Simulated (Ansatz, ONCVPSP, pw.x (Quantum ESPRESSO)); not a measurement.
## pw.x on fcc Os: one setting changed

Potential: optimised norm-conserving Vanderbilt (ONCV), ONCVPSP 4.0.1, LDA (Perdew-Wang 92); core [Kr] 4d10 4f14, reference 5s2 5p6 5d6 6s1.75 6p0.25; waves: 5s+6s: rc 1.45 bohr, ncon 4, nbas 8, qcut 8.7 1/bohr, 2 projectors; 5p+6p: rc 2.25 bohr, ncon 4, nbas 8, qcut 6.1 1/bohr, 2 projectors; 5d: rc 2.25 bohr, ncon 4, nbas 9, qcut 8 1/bohr, 2 projectors, debl 3.5 Ha; local part: polynomial inside 1.00 bohr (lpopt 5, dvloc0 1 Ha); core correction: polynomial model core, fcfact 0.65.

The reference run (k-mesh 15³, cutoffs 80/320 Ry, Fermi–Dirac 0.01 Ry, mixing_beta 0.4, conv_thr 1e-9, no spin) gives -5.62 GPa at 13.735 Å³/atom, where all-electron LAPW gives 0.40 GPa. This run, with its own iteration cap, changes ecutrho/ecutwfc to 1, a wrong or extreme entry chosen on purpose.

```
&control
  calculation='scf', prefix='x', pseudo_dir='./', outdir='./tmp', tstress=.true., disk_io='none'
/
&system
  ibrav=0, nat=1, ntyp=1, ecutwfc=80, ecutrho=80, nbnd=16,
  occupations='smearing', smearing='fd', degauss=0.01
/
&electrons
  conv_thr=1e-09, mixing_beta=0.4, electron_maxstep=70
/
ATOMIC_SPECIES
Os 1.0 Os.UPF
CELL_PARAMETERS angstrom
  0.00000000 1.90078453 1.90078453
  1.90078453 0.00000000 1.90078453
  1.90078453 1.90078453 0.00000000
ATOMIC_POSITIONS crystal
Os 0.0000 0.0000 0.0000
K_POINTS automatic
15 15 15 0 0 0
```

```bash
pw.x < Os.scf.in > Os.scf.out
```

How does the run end?

It stops with "set_cutoff: ecutrho <= ecutwfc?!?".

```
Error in routine set_cutoff (1):
     ecutrho <= ecutwfc?!?
```

The run took about 0.7 s on one core of a shared host (Intel(R) Xeon(R) Platinum 8488C, 192 threads, 744 GiB, load 102).
